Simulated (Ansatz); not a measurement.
Geometry optimisation, RKS B3LYP/def2-SVP (Ansatz 0.2.0).

Input file:

```yaml
crystal:
  periodic: [false, false, false]
  atoms:
    - { symbol: Al, position_ang: [-0.095381, -0.55138, 1.243691] }
    - { symbol: F, position_ang: [0.462685, 0.420005, -1.619043] }
    - { symbol: H, position_ang: [1.033802, -0.228709, -1.321309] }
    - { symbol: H, position_ang: [-1.401106, 0.360084, 1.696562] }
basis:
  gaussian: { orbitals: def2-SVP }
hamiltonian:
  xc: b3lyp
relax:
  f_tol: 0.03
  max_steps: 50
output:
  orbitals: {}
```

Run as:

```bash
$ ansatz run input.yaml --threads 1 --pin off --max-ram 2048MiB --backend cpu --events-out ev --progress --plain --runs-dir out
```

Task: Where does it end, and by what steps?

Result: The forces met the threshold. After 6 steps the energy has fallen by 0.125 eV; F2 moved furthest, 0.60 Å.

```csv
step,energy less start (eV),largest force component (eV/Å),accepted
0,0.0000,0.725,yes
1,-0.0358,0.896,yes
2,-0.0905,0.352,yes
3,-0.1042,0.193,yes
4,-0.1166,0.178,yes
5,-0.1216,0.345,yes
6,-0.1253,0.016,yes
```

```xyz
4
Properties=species:S:1:pos:R:3
Al 0.027 -0.572 1.075
F 0.249 0.328 -1.071
H 0.987 -0.186 -1.328
H -1.264 0.429 1.324
```

Whether the end is a true minimum wasn't checked by a vibrational analysis.

Time of the run: 5.5 s on 1 thread of Arm Neoverse V1, on a shared host, peak memory 0.086 GiB.
